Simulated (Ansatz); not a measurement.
**LiBH2 (SMILES [Li][BH2]): single points off equilibrium**

An exercise on one series of results from a longer session: the logs are not shown, and one member is left open.

Computed with Ansatz 0.2.0, Gaussian basis. Level: single points in def2-TZVPP.

Cores are frozen in the correlated methods. The outer core shell of Li, Na, Mg and K is correlated.

## Starting geometry

4 atoms, charge 0, spin multiplicity 1.

Atoms are counted from 1 here; the program's logs count them from 0.

Bond lengths: Li1–B2 2.094 Å, B2–H3 1.200 Å, B2–H4 1.251 Å. Angles: Li1–B2–H3 128.3°, Li1–B2–H4 122.0°, H3–B2–H4 109.2°.

Geometry (Å):

```xyz
4
BH2Li
Li    1.00410   -1.10140    1.19610
B    -0.13170    0.13220   -0.05830
H    -0.41430    1.28850    0.09220
H    -0.50110   -0.23710   -1.19510
```

The first run:

Input file run/in.yaml:

```yaml
crystal:
  periodic: [false, false, false]
  atoms:
    - {symbol: Li, position_ang: [1.004100, -1.101400, 1.196100]}
    - {symbol: B, position_ang: [-0.131700, 0.132200, -0.058300]}
    - {symbol: H, position_ang: [-0.414300, 1.288500, 0.092200]}
    - {symbol: H, position_ang: [-0.501100, -0.237100, -1.195100]}
basis:
  gaussian: {orbitals: def2-TZVPP}
correlation: {method: ccsd_t}
output: {forces: true}
```

No record of the launch command was kept for these runs.

Among the steps run: CCSD(T)/def2-TZVPP; PBE0-D4/def2-TZVPP; wB97M-V/def2-TZVPP; r2SCAN-D4/def2-TZVPP; PBE-D4/def2-TZVPP; CAM-B3LYP-D4/def2-TZVPP; LC-wPBE/def2-TZVPP.

One of the session's tables, all rows but one given; the rest of the session is left out.

```
      method  RMS force component (eV/Å)  angle to CCSD(T) forces (°)  dipole (D)
     CCSD(T)                       0.409                    reference        5.64
     PBE0-D4                       0.401                          1.5        5.41
     wB97M-V                       0.432                          8.3        5.42
   r2SCAN-D4                           ?                            ?           ?
      PBE-D4                       0.374                          9.6        5.16
CAM-B3LYP-D4                       0.426                          8.2        5.48
     LC-wPBE                       0.409                          3.9        5.65
```

**Question.** Estimate the row for r2SCAN-D4.

The run gave: RMS force component (eV/Å): 0.406; angle to CCSD(T) forces (°): 3.0; dipole (D): 5.47. In the column «RMS force component (eV/Å)» it lies between PBE0-D4 (0.401) and CCSD(T) (0.409).
